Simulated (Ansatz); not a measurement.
# C4H4ClF: the cost of one run

Method: RKS PBE/cc-pVDZ, in Ansatz 0.2.0.

1 further run of the same task is left out (it didn't finish).

### Step 1. The system as given

Bond lengths: F1–C2 1.404 Å, C2–C3 1.224 Å, C3–C4 1.425 Å, C4–C5 1.495 Å, C5–Cl6 1.789 Å, C4–H7 1.144 Å, C4–H8 1.087 Å, C5–H9 1.150 Å, C5–H10 1.101 Å. Angles: F1–C2–C3 179.1°, C2–C3–C4 175.2°, C3–C4–C5 114.2°, C3–C4–H7 105.2°, C3–C4–H8 112.7°, C5–C4–H7 107.0°, C5–C4–H8 111.1°, H7–C4–H8 105.9°, C4–C5–Cl6 113.0°, C4–C5–H9 113.8°, C4–C5–H10 110.0°, Cl6–C5–H9 107.0°, Cl6–C5–H10 108.2°, H9–C5–H10 104.4°.

As a file:

```xyz
10

F     1.5488   -3.0102    1.5138
C     0.8733   -2.0102    0.7972
C     0.2873   -1.1476    0.1562
C    -0.2887   -0.0897   -0.6049
C    -0.2050    1.2521    0.0486
Cl   -1.0385    2.5346   -0.8791
H    -1.3989   -0.3510   -0.6910
H     0.0890   -0.0527   -1.6232
H    -0.6334    1.2771    1.1153
H     0.8491    1.5464    0.1700
```

### Step 2. End point A

Contents of input.yaml:

```yaml
crystal:
  periodic: [false, false, false]
  atoms:
    - { symbol: F, position_ang: [1.5488, -3.0102, 1.5138] }
    - { symbol: C, position_ang: [0.8733, -2.0102, 0.7972] }
    - { symbol: C, position_ang: [0.2873, -1.1476, 0.1562] }
    - { symbol: C, position_ang: [-0.2887, -0.0897, -0.6049] }
    - { symbol: C, position_ang: [-0.205, 1.2521, 0.0486] }
    - { symbol: Cl, position_ang: [-1.0385, 2.5346, -0.8791] }
    - { symbol: H, position_ang: [-1.3989, -0.351, -0.691] }
    - { symbol: H, position_ang: [0.089, -0.0527, -1.6232] }
    - { symbol: H, position_ang: [-0.6334, 1.2771, 1.1153] }
    - { symbol: H, position_ang: [0.8491, 1.5464, 0.17] }
basis:
  gaussian: { orbitals: cc-pVDZ }
hamiltonian:
  xc: pbe
relax:
  f_tol: 0.02
  max_steps: 50
output:
  orbitals: {}
```

The run is started by

```console
> ansatz run input.yaml --threads 2 --pin off --max-ram 3072MiB --backend cpu --events-out ev --progress --plain --runs-dir out
```

What time and memory should one allow on 2 threads of AMD EPYC 7R13 (Zen 3), shared host?

About 9.6 s, with a peak of 0.17 GiB.
